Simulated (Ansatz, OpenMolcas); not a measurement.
## Ansatz → OpenMolcas

This Ansatz 0.2.0 job computes doublet [BNH2]+:

molecule.yaml:
```yaml
crystal:
  periodic: [false, false, false]
  atoms:
    - symbol: B
      position_ang: [-0.035750, 0.006580, -0.023930]
    - symbol: N
      position_ang: [1.041780, -0.191660, 0.697680]
    - symbol: H
      position_ang: [-1.056920, -0.473990, 0.334600]
    - symbol: H
      position_ang: [0.050890, 0.659060, -1.008340]
basis:
  gaussian:
    orbitals: STO-3G
hamiltonian:
  xc: {name: SVWN5}
magnetization:
  spin_polarized: true
  initial_magnetization: 1
total_charge: 1
accuracy: high
```

```bash
$ ansatz run molecule.yaml --threads 1 --pin off --max-ram 2610MiB --events-out events.jsonl --progress --plain --runs-dir runs
```

The shape is that of a GFN2-xTB optimisation. That shape belongs to the parent species and isn't relaxed for this state.

It gives a total energy of -78.493849 Eh.

Task: Write the same calculation for OpenMolcas 26.06 as an input file of the program's own.

Result: For example:

geom.xyz:
```
4

B     -0.035750     0.006580    -0.023930
N      1.041780    -0.191660     0.697680
H     -1.056920    -0.473990     0.334600
H      0.050890     0.659060    -1.008340
```

calc.input:
```
&GATEWAY
BasLib
$CurrDir
Coord
geom.xyz
Basis
STO-3G
Group
NoSym
&SEWARD
GridInput
Grid=UltraFine
End of Grid
&SCF
UHF
Charge
1
Spin
2
KSDFT
SVWN5
Thresholds
1e-10 1e-07 1e-07 1e-05
PrOrbitals
1 1
```

```bash
$ export MOLCAS_MEM=1860
$ pymolcas calc.input > calc.log
```

(Basis files named in the input come from the Basis Set Exchange and aren't shown.)

Its energy is -78.493849 Eh, the same as the first but for the last digit, at most.
